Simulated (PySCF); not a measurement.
BHCl2.
SMILES: `ClBCl`

Computed with PBE0-D3(BJ)/def2-SVP geometry optimisation, gas phase in PySCF.

Take the most abundant isotopes and a rigid rotor. 

Give the principal moments of inertia and the rotational constants in cm⁻¹.

Ia = 10.85, Ib = 159.52, Ic = 170.37 u·Å²; 505379 MHz·u·Å²/I gives 46598, 3168 and 2966 MHz, that is A = 1.55433, B = 0.10567, C = 0.09895 cm⁻¹.

Classify the top.

A near-prolate asymmetric top: κ = (2 × 3168 − 46598 − 2966)/(46598 − 2966) = -0.99.

What does the inertial defect say?

Planar: Δ = Ic − Ia − Ib = 0.00 u·Å². For a rigid frame Δ = −2 Σ m c², so it vanishes when all atoms lie in the ab plane; here none is more than 0.01 Å from it.

Give the coordinates in the principal-axis frame, origin at the centre of mass.

The sense of each axis is arbitrary; atoms in the order of the calculation.
```csv
atom,mass (u),a (Å),b (Å),c (Å)
Cl1,34.969,-1.510,-0.141,0.000
B2,11.009,0.000,0.721,0.000
Cl3,34.969,1.510,-0.141,0.000
H4,1.008,0.000,1.921,0.000
```

Where do the levels up to J = 3 lie, in MHz?

Above 0(0,0):
J = 1: 1(0,1) 6134, 1(1,1) 49564, 1(1,0) 49766
J = 2: 2(0,2) 18403, 2(1,2) 61631, 2(1,1) 62236, 2(2,1) 192525, 2(2,0) 192526
J = 3: 3(0,3) 36803, 3(1,3) 79731, 3(1,2) 80942, 3(2,2) 210928, 3(2,1) 210932, 3(3,1) 428581, 3(3,0) 428581
Those of J = 1 are B + C, A + C and A + B.

Predict some low-J microwave lines.

The dipole components are |μa| = 0.00 D, |μb| = 0.37 D, |μc| = 0.00 D; the symmetry axis of this C2v structure is b, so μa and μc vanish by symmetry and there are no a-type or c-type lines. Some lines, for components of 0.1 D or more:

```json
{"type": "b", "branch": "Q", "J(Ka,Kc)": "1(1,0) ← 1(0,1)", "MHz": "43631", "lower level (cm⁻¹)": "0.205"}
{"type": "b", "branch": "Q", "J(Ka,Kc)": "2(1,1) ← 2(0,2)", "MHz": "43834", "lower level (cm⁻¹)": "0.614"}
{"type": "b", "branch": "Q", "J(Ka,Kc)": "3(1,2) ← 3(0,3)", "MHz": "44138", "lower level (cm⁻¹)": "1.228"}
{"type": "b", "branch": "Q", "J(Ka,Kc)": "4(1,3) ← 4(0,4)", "MHz": "44547", "lower level (cm⁻¹)": "2.046"}
{"type": "b", "branch": "R", "J(Ka,Kc)": "2(1,2) ← 1(0,1)", "MHz": "55497", "lower level (cm⁻¹)": "0.205"}
{"type": "b", "branch": "R", "J(Ka,Kc)": "3(1,3) ← 2(0,2)", "MHz": "61329", "lower level (cm⁻¹)": "0.614"}
{"type": "b", "branch": "R", "J(Ka,Kc)": "4(1,4) ← 3(0,3)", "MHz": "67061", "lower level (cm⁻¹)": "1.228"}
{"type": "b", "branch": "Q", "J(Ka,Kc)": "3(2,1) ← 3(1,2)", "MHz": "129990", "lower level (cm⁻¹)": "2.700"}
{"type": "b", "branch": "Q", "J(Ka,Kc)": "3(2,2) ← 3(1,3)", "MHz": "131197", "lower level (cm⁻¹)": "2.660"}
{"type": "b", "branch": "Q", "J(Ka,Kc)": "4(2,3) ← 4(1,4)", "MHz": "131601", "lower level (cm⁻¹)": "3.465"}
{"type": "b", "branch": "R", "J(Ka,Kc)": "2(2,1) ← 1(1,0)", "MHz": "142759", "lower level (cm⁻¹)": "1.660"}
{"type": "b", "branch": "Q", "J(Ka,Kc)": "3(3,0) ← 3(2,1)", "MHz": "217649", "lower level (cm⁻¹)": "7.036"}
{"type": "b", "branch": "Q", "J(Ka,Kc)": "4(3,2) ← 4(2,3)", "MHz": "217654", "lower level (cm⁻¹)": "7.854"}
{"type": "b", "branch": "R", "J(Ka,Kc)": "3(3,1) ← 2(2,0)", "MHz": "236055", "lower level (cm⁻¹)": "6.422"}
{"type": "b", "branch": "R", "J(Ka,Kc)": "3(3,0) ← 2(2,1)", "MHz": "236056", "lower level (cm⁻¹)": "6.422"}
{"type": "b", "branch": "R", "J(Ka,Kc)": "4(3,2) ← 3(2,1)", "MHz": "242188", "lower level (cm⁻¹)": "7.036"}
{"type": "b", "branch": "R", "J(Ka,Kc)": "4(3,1) ← 3(2,2)", "MHz": "242192", "lower level (cm⁻¹)": "7.036"}
{"type": "b", "branch": "R", "J(Ka,Kc)": "4(4,0) ← 3(3,1)", "MHz": "329251", "lower level (cm⁻¹)": "14.296"}
```

Stationary, but not proved a minimum. No vibrational averaging or centrifugal distortion is included, and the geometry carries the error of its method. Quadrupole hyperfine structure (11B, 35Cl) is left out.
